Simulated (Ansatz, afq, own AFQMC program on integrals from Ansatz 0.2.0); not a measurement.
## C₂H₃, doublet in cc-pVDZ, levels against AFQMC with the constraint released

| atom | x (Å) | y (Å) | z (Å) |
| --- | --- | --- | --- |
| C | -0.0118 | 0.0000 | 0.5946 |
| C | -0.0254 | 0.0000 | -0.8330 |
| H | 1.1094 | 0.0000 | 0.6111 |
| H | -0.3330 | 0.9129 | 1.1148 |
| H | -0.3330 | -0.9129 | 1.1148 |

Connectivity, by distances: CH3–C.

Basis cc-pVDZ. Only valence electrons are correlated. Integrals, coupled cluster, full CI and functionals: Ansatz 0.2.0; the random walks run on the same integrals in our own AFQMC program. ph-AFQMC/CISD is guided by a CISD state made of CCSD amplitudes; releasing the constraint for a short imaginary time cuts its bias at the price of noise, slowly where states lie close. ± is one standard error of the sampling.

Determinant: UHF, the one that the program's search chose, which needn't be the lowest solution. The geometry is a point of a scan.

No full CI on the walks' own integrals is used here. The released AFQMC energy serves as the reference, which it does only where one determinant dominates, the energy is flat over the last release times and near the phaseless one (40 meV or 2 meV an electron, half that with transition metals). On small molecules, where full CI could be run and the noise was under 10 meV, such values lay within 10 meV of it in 19 cases of 20, a flattering rate, since the rule was set on those same cases; what remains of the bias isn't in the error bar.

Cautions: unrestricted determinant slightly spin contaminated (⟨S²⟩ 0.84 against 0.75); the released value is read at 2.40 1/Eh with a noise of 21 meV, more than in the cases checked (meV from the phaseless value at times in 1/Eh: 1 ± 12 at 0.24, -7 ± 15 at 0.51, -6 ± 12 at 0.99, -3 ± 12 at 1.62, -2 ± 21 at 2.40).

```
T1 diagnostic                               : 0.0359
weight of the determinant in the CISD state : 0.866
⟨S²⟩ of the determinant                     : 0.838
size of the correlated space                : 11 electrons in 41 orbitals
```

Reference: AFQMC with the constraint released, correlation energy -7.339 ± 0.021 eV.

```csv
level,E − E(reference) (mEh),share of correlation (%)
HF,269.71 ± 0.75,0.00
MP2,46.79 ± 0.75,82.65
CCSD,8.26 ± 0.75,96.94
CCSD(T),0.91 ± 0.75,99.66
ph-AFQMC/CISD,0.09 ± 0.87,99.97
```

A walk keeps the symmetry of its determinant, which the program's search chose and which needn't be the lowest solution, so a lower state of the same spin and another symmetry isn't excluded. Released energies are given only where the last usable release times agree within the noise; a slower fall can still hide under it.
